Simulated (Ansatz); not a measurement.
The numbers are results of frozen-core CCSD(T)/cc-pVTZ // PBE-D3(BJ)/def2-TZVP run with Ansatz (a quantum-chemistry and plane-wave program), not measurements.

Ansatz 0.2 input:
```yaml
crystal:
  periodic: [false, false, false]
  atoms:
    - { symbol: C, position_ang: [-1.270508, -0.250247, -0.074396] }
    - { symbol: C, position_ang: [-0.011498, 0.283839, 0.579891] }
    - { symbol: C, position_ang: [1.275982, 0.114826, -0.202591] }
    - { symbol: O, position_ang: [-0.03317, 0.819504, 1.674926] }
    - { symbol: H, position_ang: [-2.134975, -0.080371, 0.576526] }
    - { symbol: H, position_ang: [-1.16574, -1.32667, -0.28202] }
    - { symbol: H, position_ang: [-1.433458, 0.241886, -1.046022] }
    - { symbol: H, position_ang: [2.116591, 0.537047, 0.358623] }
    - { symbol: H, position_ang: [1.195349, 0.610452, -1.182677] }
    - { symbol: H, position_ang: [1.461501, -0.951678, -0.405094] }
basis:
  gaussian: { orbitals: cc-pVTZ }
correlation:
  method: ccsd_t
```

Output:

```
Functional definition: HF
1164 factors; integrals over basis functions are off by at most 1.0e-3 eV
mean field evaluation 1: about -5221.6988 eV, gradient 4.0e1 eV
mean field evaluation 2: about -5221.6983 eV, gradient 4.0e1 eV
mean field evaluation 4: about -5225.3657 eV, gradient 5.2e0 eV
mean field evaluation 8: about -5225.4614 eV, gradient 4.7e-1 eV
mean field evaluation 16: about -5225.3680 eV, gradient 5.3e0 eV
mean field -5225.46324496 eV, -192.0322323060 hartree, gradient 4.6e-6 eV, S^2 0.000000; 0 other end points of the search recorded, 0 dependent functions left out
4 core orbitals not correlated
reference -5225.46324496 eV, -192.0322323060 hartree; 12, 12 occupied and 188, 188 virtual orbitals, 1164 factors
second order -20.19295302 eV of doubles, -0.00000000 eV of singles
cycle   1  -20.36664433 eV  change   -1.7e-1 eV  update   1.0e-1
cycle   2  -20.88167064 eV  change   -5.2e-1 eV  update   3.3e-2
cycle   3  -21.01882332 eV  change   -1.4e-1 eV  update   1.7e-2
cycle   4  -21.00834993 eV  change    1.0e-2 eV  update   4.3e-3
cycle   5  -21.00829180 eV  change    5.8e-5 eV  update   2.0e-3
cycle   6  -21.00894375 eV  change   -6.5e-4 eV  update   6.2e-4
cycle   7  -21.00866296 eV  change    2.8e-4 eV  update   2.3e-4
cycle   8  -21.00864896 eV  change    1.4e-5 eV  update   7.9e-5
cycle   9  -21.00868327 eV  change   -3.4e-5 eV  update   2.5e-5
cycle  10  -21.00868070 eV  change    2.6e-6 eV  update   9.3e-6
perturbative correction -0.87072003 eV, -0.0319983708 hartree
Total energy: -5247.34264568 eV, -192.8362854522 hartree
```

Cost: around 100 core-seconds (rough).
